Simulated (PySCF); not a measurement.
SF, r²SCAN: how much the basis matters

PySCF, UKS reference; doublet, unpaired electrons π ↑; De to S + F without counterpoise correction.

```csv
basis,relativity,functions,Re (Å),ωe (cm⁻¹),De (eV),μ (D)
def2-SVP,no relativity,32,1.627,839,3.51,-1.00
def2-SVPD,no relativity,50,1.636,825,3.56,-0.84
aug-cc-pV(D+d)Z/aug-cc-pVDZ,no relativity,55,1.635,821,3.64,-0.77
x2c-TZVPPall,spin-free X2C,73,1.607,835,3.73,-0.75
def2-TZVPPD,no relativity,91,1.606,836,3.75,-0.63
```

(1) How does each smaller set differ from the one with most functions, def2-TZVPPD?

A positive dipole means S(−)F(+). The state is the lowest determinant that a PBE0 search found; another state may lie lower at other levels.

Answers

(1) def2-SVP: +2.1 pm, +0.4 % in ωe, -0.24 eV in De; def2-SVPD: +3.0 pm, -1.3 % in ωe, -0.19 eV in De; aug-cc-pV(D+d)Z/aug-cc-pVDZ: +2.9 pm, -1.8 % in ωe, -0.11 eV in De; x2c-TZVPPall: +0.1 pm, -0.1 % in ωe, -0.02 eV in De. All at r²SCAN; the set with most functions is neither the basis-set limit nor always the best. The rows treat relativity differently, so the differences are not basis effects alone.
